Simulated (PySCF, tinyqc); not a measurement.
RHF in the sto-6g basis, for LiH, spin multiplicity 1, step by step. The lowest restricted solution is unstable here: a spin-polarised one lies 0.0374 hartree lower (PySCF). Computed by tinyqc, a small Python program that keeps every step (integrals from PySCF). Settings: charge = 0, multiplicity = 1, basis = sto-6g, energy threshold = 1e-09, iteration cap = 79, orthogonalisation = canonical, start = Wolfsberg-Helmholz matrix, DIIS depth = 4, method = RHF. Command: `OMP_NUM_THREADS=1 python tinyqc.py 27649 27650 out.jsonl` (the two numbers bound the seeds that draw the settings). One thread of a shared host (Intel(R) Xeon(R) Processor @ 2.60GHz), about 0.07 s of CPU time with the checks. Later iterations appear only in the table of the cycle.

## One-electron integrals

Geometry (angstrom):
```
atom,x,y,z
Li,0.000000,0.000000,0.000000
H,0.000000,0.000000,2.608000
```

Basis sto-6g: exponents (1/bohr^2) and contraction coefficients of normalised primitives:
```
element,l (shell),exponent,coefficient
Li,s (1),167.175846,0.009164
Li,s (1),30.651508,0.049361
Li,s (1),8.575187,0.168538
Li,s (1),2.945808,0.370563
Li,s (1),1.143944,0.416492
Li,s (1),0.471139,0.130334
Li,s (2),6.597564,-0.013253
Li,s (2),1.305830,-0.046992
Li,s (2),0.405851,-0.033785
Li,s (2),0.156146,0.250242
Li,s (2),0.067814,0.595117
Li,s (2),0.031084,0.240706
Li,p (3),6.597564,0.003760
Li,p (3),1.305830,0.037679
Li,p (3),0.405851,0.173897
Li,p (3),0.156146,0.418036
Li,p (3),0.067814,0.425860
Li,p (3),0.031084,0.101708
H,s (1),35.523221,0.009164
H,s (1),6.513144,0.049361
H,s (1),1.822143,0.168538
H,s (1),0.625955,0.370563
H,s (1),0.243077,0.416492
H,s (1),0.100112,0.130334
```

Overlap, kinetic and nuclear-attraction integrals over the contracted functions; the nuclear repulsion is the sum of Za Zb / Rab.

nuclear repulsion = 0.60871612 hartree

overlap S, lower triangle:
```
,1Li 1s,1Li 2s,1Li 2px,1Li 2py,1Li 2pz,2H 1s
1Li 1s,1.000000
1Li 2s,0.235742,1.000000
1Li 2px,0.000000,0.000000,1.000000
1Li 2py,0.000000,0.000000,0.000000,1.000000
1Li 2pz,0.000000,0.000000,0.000000,0.000000,1.000000
2H 1s,0.007326,0.181907,0.000000,0.000000,0.272262,1.000000
```

kinetic energy T (hartree), lower triangle:
```
,1Li 1s,1Li 2s,1Li 2px,1Li 2py,1Li 2pz,2H 1s
1Li 1s,3.616742
1Li 2s,-0.110723,0.106524
1Li 2px,0.000000,0.000000,0.320007
1Li 2py,0.000000,0.000000,0.000000,0.320007
1Li 2pz,0.000000,0.000000,0.000000,0.000000,0.320007
2H 1s,-0.003421,0.002219,0.000000,0.000000,0.020564,0.768522
```

nuclear attraction V (hartree), lower triangle:
```
,1Li 1s,1Li 2s,1Li 2px,1Li 2py,1Li 2pz,2H 1s
1Li 1s,-8.270050
1Li 2s,-0.876195,-1.399677
1Li 2px,0.000000,0.000000,-1.383687
1Li 2py,0.000000,0.000000,0.000000,-1.383687
1Li 2pz,-0.006407,-0.068407,0.000000,0.000000,-1.431495
2H 1s,-0.027712,-0.256174,0.000000,0.000000,-0.387350,-1.848256
```

core Hamiltonian H = T + V (hartree), lower triangle:
```
,1Li 1s,1Li 2s,1Li 2px,1Li 2py,1Li 2pz,2H 1s
1Li 1s,-4.653307
1Li 2s,-0.986918,-1.293153
1Li 2px,0.000000,0.000000,-1.063680
1Li 2py,0.000000,0.000000,0.000000,-1.063680
1Li 2pz,-0.006407,-0.068407,0.000000,0.000000,-1.111488
2H 1s,-0.031133,-0.253955,0.000000,0.000000,-0.366787,-1.079734
```

## Two-electron integrals

Functions are numbered as in S; the eight-fold symmetry (ij|kl) = (ji|kl) = (kl|ij) leaves the list below.

Two-electron integrals (ij|kl) in chemists' order, unique and non-zero (hartree):
```
i,j,k,l,(ij|kl)
1,1,1,1,1.681247
2,1,1,1,0.242603
2,1,2,1,0.044507
2,2,1,1,0.397190
2,2,2,1,0.090279
2,2,2,2,0.290625
3,1,3,1,0.009437
3,2,3,1,0.014261
3,2,3,2,0.064236
3,3,1,1,0.397190
3,3,2,1,0.090279
3,3,2,2,0.290625
3,3,3,3,0.313125
4,1,4,1,0.009437
4,2,4,1,0.014261
4,2,4,2,0.064236
4,3,4,3,0.016875
4,4,1,1,0.397190
4,4,2,1,0.090279
4,4,2,2,0.290625
4,4,3,3,0.279374
4,4,4,4,0.313125
5,1,5,1,0.009437
5,2,5,1,0.014261
5,2,5,2,0.064236
5,3,5,3,0.016875
5,4,5,4,0.016875
5,5,1,1,0.397190
5,5,2,1,0.090279
5,5,2,2,0.290625
5,5,3,3,0.279374
5,5,4,4,0.279374
5,5,5,5,0.313125
6,1,1,1,0.007229
6,1,2,1,0.001313
6,1,2,2,0.002751
6,1,3,3,0.002710
6,1,4,4,0.002710
6,1,5,1,0.000176
6,1,5,2,0.000382
6,1,5,5,0.002831
6,1,6,1,0.000043
6,2,1,1,0.047105
6,2,2,1,0.011010
6,2,2,2,0.042064
6,2,3,3,0.039612
6,2,4,4,0.039612
6,2,5,1,0.001639
6,2,5,2,0.013078
6,2,5,5,0.046968
6,2,6,1,0.000405
6,2,6,2,0.014340
6,3,3,1,0.000532
6,3,3,2,0.003188
6,3,5,3,0.001499
6,3,6,3,0.000580
6,4,4,1,0.000532
6,4,4,2,0.003188
6,4,5,4,0.001499
6,4,6,4,0.000580
6,5,1,1,0.067296
6,5,2,1,0.015798
6,5,2,2,0.061582
6,5,3,3,0.057502
6,5,4,4,0.057502
6,5,5,1,0.002564
6,5,5,2,0.020534
6,5,5,5,0.069742
6,5,6,1,0.000593
6,5,6,2,0.022394
6,5,6,5,0.035104
6,6,1,1,0.202895
6,6,2,1,0.047825
6,6,2,2,0.198075
6,6,3,3,0.183572
6,6,4,4,0.183572
6,6,5,1,0.006396
6,6,5,2,0.065787
6,6,5,5,0.227081
6,6,6,1,0.001765
6,6,6,2,0.093455
6,6,6,5,0.149079
6,6,6,6,0.774999
```

## Orthogonalisation

S = U s U^T; canonical form X = U s^(-1/2), so that X^T S X = 1. Each column of U has its largest component positive (the first on a tie).

eigenvalues of S: 0.640534  0.819821  1.000000  1.000000  1.173905  1.365741

X:
```
,1,2,3,4,5,6
1Li 1s,0.421930,0.688515,0.000000,0.000000,0.561020,0.305964
1Li 2s,-0.667361,-0.514340,0.000000,0.000000,0.423860,0.458368
1Li 2px,0.000000,0.000000,0.965284,0.261203,0.000000,0.000000
1Li 2py,0.000000,0.000000,-0.261203,0.965284,0.000000,0.000000
1Li 2pz,-0.584694,0.578470,0.000000,0.000000,-0.503863,0.390874
2H 1s,0.771968,-0.382824,0.000000,0.000000,-0.321838,0.525077
```

Within a degenerate level the vectors are fixed only up to a rotation; this is one choice.

## Starting guess

The start is the generalised Wolfsberg-Helmholz matrix (K = 1.75) built on H; D = 2 C_occ C_occ^T.

D at the start, lower triangle:
```
,1Li 1s,1Li 2s,1Li 2px,1Li 2py,1Li 2pz,2H 1s
1Li 1s,1.977882
1Li 2s,0.019222,0.199082
1Li 2px,0.000000,0.000000,0.000000
1Li 2py,0.000000,0.000000,0.000000,0.000000
1Li 2pz,-0.096594,0.339546,0.000000,0.000000,0.587585
2H 1s,-0.118929,0.378797,0.000000,0.000000,0.656241,0.732980
```

## Iteration 1: building the Fock matrix

J_ij = sum D_kl (ij|kl), K_ij = sum D_kl (ik|jl); F = H + J - 0.5 K; E = tr D H + tr D J / 2 - 0.25 tr D K + E_nn.

Coulomb J (hartree), lower triangle:
```
,1Li 1s,1Li 2s,1Li 2px,1Li 2py,1Li 2pz,2H 1s
1Li 1s,3.918101
1Li 2s,0.616388,1.274914
1Li 2px,0.000000,0.000000,1.250472
1Li 2py,0.000000,0.000000,0.000000,1.250472
1Li 2pz,0.017116,0.125855,0.000000,0.000000,1.323803
2H 1s,0.019155,0.246789,0.000000,0.000000,0.372571,1.453547
```

exchange K (hartree), lower triangle:
```
,1Li 1s,1Li 2s,1Li 2px,1Li 2py,1Li 2pz,2H 1s
1Li 1s,3.348579
1Li 2s,0.515760,0.244028
1Li 2px,0.000000,0.000000,0.046599
1Li 2py,0.000000,0.000000,0.000000,0.046599
1Li 2pz,-0.001701,0.197313,0.000000,0.000000,0.348202
2H 1s,0.018346,0.248185,0.000000,0.000000,0.380270,0.872780
```

Fock matrix F (hartree), lower triangle:
```
,1Li 1s,1Li 2s,1Li 2px,1Li 2py,1Li 2pz,2H 1s
1Li 1s,-2.409495
1Li 2s,-0.628410,-0.140253
1Li 2px,0.000000,0.000000,0.163492
1Li 2py,0.000000,0.000000,0.000000,0.163492
1Li 2pz,0.011559,-0.041208,0.000000,0.000000,0.038214
2H 1s,-0.021152,-0.131259,0.000000,0.000000,-0.184351,-0.062577
```

total energy of this density = -7.82277267 hartree

## Iteration 1: diagonalisation and new density

Diagonalise F' = X^T F X, C = X C', fill 2 alpha and 2 beta electrons from the bottom; D = 2 C_occ C_occ^T. Each column has its largest component positive (the first on a tie).

F' = X^T F X (hartree), lower triangle:
```
,1,2,3,4,5,6
1,0.088274
2,-0.428571,-0.655797
3,0.000000,0.000000,0.163492
4,0.000000,0.000000,0.000000,0.163492
5,-0.431289,-0.934528,0.000000,0.000000,-1.084488
6,-0.283001,-0.525313,0.000000,0.000000,-0.619479,-0.600358
```

orbital energies (hartree): MO1 -2.411129, MO2 -0.198560, MO3 0.070848, MO4 0.163492, MO5 0.163492, MO6 0.286473

coefficients C:
```
,MO1,MO2,MO3,MO4,MO5,MO6
1Li 1s,0.993468,-0.101509,-0.228186,0.000000,0.000000,0.105277
1Li 2s,0.026336,0.372114,0.871495,0.000000,0.000000,-0.448340
1Li 2px,0.000000,0.000000,0.000000,0.948954,0.315416,0.000000
1Li 2py,0.000000,0.000000,0.000000,-0.315416,0.948954,0.000000
1Li 2pz,-0.004021,0.433384,-0.523542,0.000000,0.000000,-0.788174
2H 1s,-0.001163,0.660883,-0.105406,0.000000,0.000000,0.820912
```

D after iteration 1, lower triangle:
```
,1Li 1s,1Li 2s,1Li 2px,1Li 2py,1Li 2pz,2H 1s
1Li 1s,1.994565
1Li 2s,-0.023218,0.278325
1Li 2px,0.000000,0.000000,0.000000
1Li 2py,0.000000,0.000000,0.000000,0.000000
1Li 2pz,-0.095975,0.322325,0.000000,0.000000,0.375676
2H 1s,-0.136482,0.491786,0.000000,0.000000,0.572842,0.873535
```

Within a degenerate level the vectors are fixed only up to a rotation; this is one choice.

## Iteration 2: building the Fock matrix

As before.

Coulomb J (hartree), lower triangle:
```
,1Li 1s,1Li 2s,1Li 2px,1Li 2py,1Li 2pz,2H 1s
1Li 1s,3.900548
1Li 2s,0.611209,1.262299
1Li 2px,0.000000,0.000000,1.238330
1Li 2py,0.000000,0.000000,0.000000,1.238330
1Li 2pz,0.017472,0.132424,0.000000,0.000000,1.310241
2H 1s,0.019008,0.252199,0.000000,0.000000,0.381888,1.523311
```

exchange K (hartree), lower triangle:
```
,1Li 1s,1Li 2s,1Li 2px,1Li 2py,1Li 2pz,2H 1s
1Li 1s,3.357582
1Li 2s,0.505787,0.255479
1Li 2px,0.000000,0.000000,0.047593
1Li 2py,0.000000,0.000000,0.000000,0.047593
1Li 2pz,-0.002973,0.196915,0.000000,0.000000,0.283736
2H 1s,0.018035,0.274265,0.000000,0.000000,0.374214,0.970794
```

Fock matrix F (hartree), lower triangle:
```
,1Li 1s,1Li 2s,1Li 2px,1Li 2py,1Li 2pz,2H 1s
1Li 1s,-2.431550
1Li 2s,-0.628602,-0.158593
1Li 2px,0.000000,0.000000,0.150854
1Li 2py,0.000000,0.000000,0.000000,0.150854
1Li 2pz,0.012551,-0.034440,0.000000,0.000000,0.056885
2H 1s,-0.021142,-0.138889,0.000000,0.000000,-0.172006,-0.041820
```

total energy of this density = -7.83780451 hartree

## Iteration 2: DIIS over 2 matrices

error matrix X^T (FDS - SDF) X:
```
,1,2,3,4,5,6
1,0.000000,-0.006570,0.000000,0.000000,-0.013620,0.011302
2,0.006570,0.000000,0.000000,0.000000,-0.020307,0.020437
3,0.000000,0.000000,0.000000,0.000000,0.000000,0.000000
4,0.000000,0.000000,0.000000,0.000000,0.000000,0.000000
5,0.013620,0.020307,0.000000,0.000000,0.000000,-0.022793
6,-0.011302,-0.020437,0.000000,0.000000,0.022793,0.000000
```

B (overlaps of the stored error matrices):
```
,1,2
1,2.2543160e-02,4.6125602e-03
2,4.6125602e-03,3.4120026e-03
```

Minimise |sum c_i e_i|^2 with sum c_i = 1: solve [B -1; -1 0][c; lambda] = [0; -1] with B_ij = tr e_i^T e_j, and take F = sum c_i F_i.

DIIS coefficients: -0.071761  1.071761

extrapolated F (hartree), lower triangle:
```
,1Li 1s,1Li 2s,1Li 2px,1Li 2py,1Li 2pz,2H 1s
1Li 1s,-2.433133
1Li 2s,-0.628616,-0.159909
1Li 2px,0.000000,0.000000,0.149947
1Li 2py,0.000000,0.000000,0.000000,0.149947
1Li 2pz,0.012622,-0.033954,0.000000,0.000000,0.058225
2H 1s,-0.021142,-0.139436,0.000000,0.000000,-0.171120,-0.040330
```

## Iteration 2: diagonalisation and new density

As before.

F' = X^T F X (hartree), lower triangle:
```
,1,2,3,4,5,6
1,0.097151
2,-0.446144,-0.674655
3,0.000000,0.000000,0.149947
4,0.000000,0.000000,0.000000,0.149947
5,-0.437935,-0.938773,0.000000,0.000000,-1.085352
6,-0.279537,-0.519015,0.000000,0.000000,-0.641317,-0.593216
```

orbital energies (hartree): MO1 -2.434505, MO2 -0.184125, MO3 0.058981, MO4 0.149947, MO5 0.149947, MO6 0.303577

coefficients C:
```
,MO1,MO2,MO3,MO4,MO5,MO6
1Li 1s,0.994084,-0.120596,-0.216950,0.000000,0.000000,0.103058
1Li 2s,0.023934,0.450113,0.836008,0.000000,0.000000,-0.444512
1Li 2px,0.000000,0.000000,0.000000,0.257802,0.966198,0.000000
1Li 2py,0.000000,0.000000,0.000000,0.966198,-0.257802,0.000000
1Li 2pz,-0.004565,0.390753,-0.558662,0.000000,0.000000,-0.786347
2H 1s,-0.000723,0.643805,-0.164023,0.000000,0.000000,0.824855
```

D after iteration 2, lower triangle:
```
,1Li 1s,1Li 2s,1Li 2px,1Li 2py,1Li 2pz,2H 1s
1Li 1s,2.005493
1Li 2s,-0.060978,0.406348
1Li 2px,0.000000,0.000000,0.000000
1Li 2py,0.000000,0.000000,0.000000,0.000000
1Li 2pz,-0.103322,0.351547,0.000000,0.000000,0.305417
2H 1s,-0.156718,0.579535,0.000000,0.000000,0.503144,0.828971
```

Within a degenerate level the vectors are fixed only up to a rotation; this is one choice.

## Iteration 3: building the Fock matrix

As before.

Coulomb J (hartree), lower triangle:
```
,1Li 1s,1Li 2s,1Li 2px,1Li 2py,1Li 2pz,2H 1s
1Li 1s,3.913093
1Li 2s,0.613260,1.266469
1Li 2px,0.000000,0.000000,1.244076
1Li 2py,0.000000,0.000000,0.000000,1.244076
1Li 2pz,0.017805,0.132455,0.000000,0.000000,1.311257
2H 1s,0.019069,0.249921,0.000000,0.000000,0.377946,1.496082
```

exchange K (hartree), lower triangle:
```
,1Li 1s,1Li 2s,1Li 2px,1Li 2py,1Li 2pz,2H 1s
1Li 1s,3.362578
1Li 2s,0.502384,0.286315
1Li 2px,0.000000,0.000000,0.053961
1Li 2py,0.000000,0.000000,0.000000,0.053961
1Li 2pz,-0.003254,0.207012,0.000000,0.000000,0.261200
2H 1s,0.017088,0.287117,0.000000,0.000000,0.355526,0.932445
```

Fock matrix F (hartree), lower triangle:
```
,1Li 1s,1Li 2s,1Li 2px,1Li 2py,1Li 2pz,2H 1s
1Li 1s,-2.421503
1Li 2s,-0.624851,-0.169842
1Li 2px,0.000000,0.000000,0.153416
1Li 2py,0.000000,0.000000,0.000000,0.153416
1Li 2pz,0.013024,-0.039458,0.000000,0.000000,0.069169
2H 1s,-0.020608,-0.147592,0.000000,0.000000,-0.166604,-0.049874
```

total energy of this density = -7.84343878 hartree

## Iteration 3: DIIS over 3 matrices

error matrix X^T (FDS - SDF) X:
```
,1,2,3,4,5,6
1,0.000000,0.001297,0.000000,0.000000,-0.000676,-0.002139
2,-0.001297,0.000000,0.000000,0.000000,-0.011133,0.017900
3,0.000000,0.000000,0.000000,0.000000,0.000000,0.000000
4,0.000000,0.000000,0.000000,0.000000,0.000000,0.000000
5,0.000676,0.011133,0.000000,0.000000,0.000000,-0.013914
6,0.002139,-0.017900,0.000000,0.000000,0.013914,0.000000
```

B (overlaps of the stored error matrices), lower triangle:
```
,1,2,3
1,2.2543160e-02
2,4.6125602e-03,3.4120026e-03
3,4.0067446e-03,1.7711102e-03,1.2893012e-03
```

As before.

DIIS coefficients: -0.168667  -0.397636  1.566303

extrapolated F (hartree), lower triangle:
```
,1Li 1s,1Li 2s,1Li 2px,1Li 2py,1Li 2pz,2H 1s
1Li 1s,-2.419534
1Li 2s,-0.622758,-0.179305
1Li 2px,0.000000,0.000000,0.152736
1Li 2py,0.000000,0.000000,0.000000,0.152736
1Li 2pz,0.013459,-0.041159,0.000000,0.000000,0.079275
2H 1s,-0.020304,-0.153808,0.000000,0.000000,-0.161463,-0.050934
```

## Iteration 3: diagonalisation and new density

As before.

F' = X^T F X (hartree), lower triangle:
```
,1,2,3,4,5,6
1,0.089112
2,-0.447500,-0.677422
3,0.000000,0.000000,0.152736
4,0.000000,0.000000,0.000000,0.152736
5,-0.432108,-0.940715,0.000000,0.000000,-1.068171
6,-0.276939,-0.495751,0.000000,0.000000,-0.646998,-0.599149
```

orbital energies (hartree): MO1 -2.420807, MO2 -0.197994, MO3 0.064688, MO4 0.152736, MO5 0.152736, MO6 0.298484

coefficients C:
```
,MO1,MO2,MO3,MO4,MO5,MO6
1Li 1s,0.994298,-0.137186,-0.208581,0.000000,0.000000,-0.097368
1Li 2s,0.023099,0.515893,0.808324,0.000000,0.000000,0.423803
1Li 2px,0.000000,0.000000,0.000000,0.542212,0.840242,0.000000
1Li 2py,0.000000,0.000000,0.000000,0.840242,-0.542212,0.000000
1Li 2pz,-0.004833,0.330464,-0.563473,0.000000,0.000000,0.810198
2H 1s,-0.000700,0.637320,-0.247364,0.000000,0.000000,-0.808955
```

D after iteration 3, lower triangle:
```
,1Li 1s,1Li 2s,1Li 2px,1Li 2py,1Li 2pz,2H 1s
1Li 1s,2.014896
1Li 2s,-0.095612,0.533358
1Li 2px,0.000000,0.000000,0.000000
1Li 2py,0.000000,0.000000,0.000000,0.000000
1Li 2pz,-0.100282,0.340745,0.000000,0.000000,0.218460
2H 1s,-0.176255,0.657545,0.000000,0.000000,0.421230,0.812354
```

Within a degenerate level the vectors are fixed only up to a rotation; this is one choice.

## Iteration 9 (converged): orbitals

converged F (hartree), lower triangle:
```
,1Li 1s,1Li 2s,1Li 2px,1Li 2py,1Li 2pz,2H 1s
1Li 1s,-2.417122
1Li 2s,-0.622326,-0.185854
1Li 2px,0.000000,0.000000,0.153089
1Li 2py,0.000000,0.000000,0.000000,0.153089
1Li 2pz,0.012214,-0.040241,0.000000,0.000000,0.086667
2H 1s,-0.019764,-0.155851,0.000000,0.000000,-0.156496,-0.058351
```

As before.

F' = X^T F X (hartree), lower triangle:
```
,1,2,3,4,5,6
1,0.083793
2,-0.445710,-0.681758
3,0.000000,0.000000,0.153089
4,0.000000,0.000000,0.000000,0.153089
5,-0.426938,-0.941141,0.000000,0.000000,-1.064989
6,-0.279578,-0.489158,0.000000,0.000000,-0.650019,-0.599834
```

orbital energies (hartree): MO1 -2.418396, MO2 -0.201103, MO3 0.063464, MO4 0.153089, MO5 0.153089, MO6 0.293247

coefficients C:
```
,MO1,MO2,MO3,MO4,MO5,MO6
1Li 1s,0.994250,-0.140693,-0.206934,0.000000,0.000000,-0.096356
1Li 2s,0.023305,0.528391,0.803523,0.000000,0.000000,0.417475
1Li 2px,0.000000,0.000000,0.000000,0.993141,0.116923,0.000000
1Li 2py,0.000000,0.000000,0.000000,-0.116923,0.993141,0.000000
1Li 2pz,-0.004266,0.306914,-0.557155,0.000000,0.000000,0.823722
2H 1s,-0.001036,0.642191,-0.275012,0.000000,0.000000,-0.796073
```

D after iteration 9, lower triangle:
```
,1Li 1s,1Li 2s,1Li 2px,1Li 2py,1Li 2pz,2H 1s
1Li 1s,2.016657
1Li 2s,-0.102339,0.559481
1Li 2px,0.000000,0.000000,0.000000
1Li 2py,0.000000,0.000000,0.000000,0.000000
1Li 2pz,-0.094844,0.324142,0.000000,0.000000,0.188429
2H 1s,-0.182764,0.678608,0.000000,0.000000,0.394204,0.824822
```

Within a degenerate level the vectors are fixed only up to a rotation; this is one choice.

## Convergence

Stop when the energy changes by less than 1e-09 hartree and every element of the error matrix X^T (F D S - S D F) X is below 9e-06.

Course of the cycle:
```
iteration,E (hartree),change,largest element of the error matrix
1,-7.82277267,-,6.74e-02
2,-7.83780451,-1.50e-02,2.28e-02
3,-7.84343878,-5.63e-03,1.79e-02
4,-7.84619002,-2.75e-03,5.82e-03
5,-7.84639863,-2.09e-04,8.55e-04
6,-7.84640476,-6.14e-06,3.63e-04
7,-7.84640518,-4.23e-07,6.60e-05
8,-7.84640520,-1.50e-08,1.70e-07
9,-7.84640520,-5.15e-14,1.09e-08
```

PySCF RHF in the same basis = -7.84640520 hartree

Converged in 9 iterations.

## Populations, bond orders and dipole

Mulliken: Z minus the diagonal of D S on the atom; Loewdin: the same with S^(1/2) D S^(1/2); Mayer order: 2 sum_s sum (D(s) S)_ij (D(s) S)_ji over the two atoms.

Charges (e):
```
atom,Mulliken,Loewdin
1Li,0.054253,0.050870
2H,-0.054253,-0.050870
```

Mayer bond orders:
```
pair,order
2-1,0.997057
```

dipole moment about the origin, x y z (debye): 0.000000  0.000000  -5.345758
